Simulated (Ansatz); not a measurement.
`CF` → `[CH2]` (triplet) + H–F  (formal loss of a carbene)

Isolated molecules relaxed with PBE0-D4/def2-TZVP in Ansatz; ΔE leaves out vibrations. CBS: def2 TZ/QZ extrapolation, frozen cores. DFT in def2-TZVPP. Triplets are unrestricted, without spin–orbit coupling.

`CF`:

```xyz
5

C    -0.028    0.002   -0.054
F     0.597   -0.045    1.171
H    -0.184   -1.017   -0.415
H     0.604    0.551   -0.756
H    -0.989    0.509    0.054
```

`[CH2]` (triplet):

Cartesian coordinates in Å:
```
C 0.009 -0.189 0.201
H -0.924 -0.205 -0.340
H 0.915 0.394 0.139
```

H–F:

```xyz
2

F    -0.242    0.096    0.379
H     0.242   -0.096   -0.379
```

(1) Is it downhill or uphill in electronic energy at CCSD(T)/CBS, and by how much? (Best estimate.)

(2) What do these levels give: RPA@PBE/def2-TZVPP, CCSD(T)/def2-QZVPP, HF/CBS(def2), MP2/cc-pV(D+d)Z, MP2/cc-pV(T+d)Z, MP2/CBS(cc)? (An estimate is asked.)

Largest T1 diagnostic among the species: 0.011.

## Answers

(1) Ansatz gave: Uphill: ΔE = +90.0 kcal/mol.

(2) The calculation gave: RPA@PBE/def2-TZVPP 88.8, CCSD(T)/def2-QZVPP 89.4, HF/CBS(def2) 61.7, MP2/cc-pV(D+d)Z 86.8, MP2/cc-pV(T+d)Z 90.0, MP2/CBS(cc) 91.6 kcal/mol.

From PBE to PBE0 (25 % exact exchange), in def2-TZVPP and without D4, ΔE moves by −2.6 kcal/mol. In def2-TZVPP, CCSD(T) changes the Hartree–Fock value by +26.9 kcal/mol (the triples alone add +2.1 kcal/mol) and MP2 by +27.8 kcal/mol.
